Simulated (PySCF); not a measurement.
C4H8FN (charge +1 and doublet state).
Cartesian coordinates in Å at the GFN2-xTB level; atoms count from 1:
```xyz
14
C4H8FN angstrom
N      1.6701   -1.1356    0.7648
C      0.3533   -0.6686    0.7606
C      0.0989    0.5543   -0.0551
C     -1.2887    1.1198   -0.1692
C     -0.7378    0.4314   -1.3626
F     -1.1989   -0.7865   -1.6668
H      2.4321   -0.5690    0.4255
H      1.8982   -2.0013    1.2289
H     -0.3331   -1.4927    0.4893
H      0.0369   -0.4420    1.8071
H      0.9362    1.2377   -0.1402
H     -2.0808    0.6082    0.3593
H     -1.4002    2.1929   -0.2169
H     -0.3869    0.9509   -2.2468
```

The hyperfine couplings belong to this conformer and change with its torsions.

The species is `C1[C@H]([C@H]1F)C[NH2+]` [radical] (charge +1).

Theory: PySCF 2.14.0, UKS B3LYP, pcH-1 on C F H N, non-relativistic, mean-field spin-orbit, GIAO. Isolated species at its GFN2-xTB geometry (one conformer only). The geometry wasn't refined by DFT: couplings that depend on bond lengths, twists or pyramidal angles can differ widely from those at the functional's own minimum, by a factor of two or more for some ions and for spin on atoms past the first row. No stability test was run, so a lower SCF solution isn't excluded.

Question: The isotropic 13C couplings are -40.4, +5.7, -1.1 MHz. Assign them to C2; C4; C5.

Answer: 
| site | a_iso (MHz) | ρ(0) (bohr⁻³) | position | distance from N1 (Å) | spin population | largest \|T\| (MHz) |
| --- | --- | --- | --- | --- | --- | --- |
| C2 | -40.4 | -0.0359 | 1 bond from N1 | 1.40 | -0.04 | 15.9 |
| C4 | -1.1 | -0.0009 | 3 bonds from N1 | 3.84 | +0.01 | 5.1 |
| C5 | +5.7 | +0.0051 | 3 bonds from N1 | 3.57 | +0.08 | 19.5 |

ρ(0) is the spin density at the nucleus and T the dipolar tensor. The largest Mulliken spin populations are on N1 (+0.67), H10 (+0.15), C5 (+0.08) and C3 (+0.08). The angles at N1 add up to 359.5°, so it is planar; its axial dipolar tensor and the negative couplings of its protons fit spin in a p orbital normal to that plane.

H7 and H8 aren't averaged: N1 is flat or nearly so (angle sum 359°), and its turn about the short N1–C2 bond (1.40 Å) is taken as slow.
